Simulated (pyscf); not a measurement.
Optimised with ωB97X-D3(BJ)/def2-SVP in PySCF.

Problem. What is the homolytic dissociation enthalpy (298 K, ωB97M-D3(BJ)/def2-TZVP) of the H–N bond of H₂N–Hf(NH₂)(NH₂)–OH (SMILES [NH2][Hf]([NH2])([NH2])[OH]), to [HN–Hf(NH₂)(NH₂)–OH]• + H•?

Solution. H–N to [HN–Hf(NH₂)(NH₂)–OH]• + H•: 110.0 kcal/mol. The 7 functionals that were run give +105.1 (r²SCAN) to +110.2 kcal/mol (M06-2X). The radicals are drawn with the spin at the cut bond; how far it spreads was not checked. Other isomers of [HN–Hf(NH₂)(NH₂)–OH]• were not searched in full and may lie lower. Open-shell species with a d-block atom are single-reference here; other states, and whether the spin sits on metal or ligand, were not checked. Elements past Kr carry the def2 core potentials, without spin-orbit coupling.
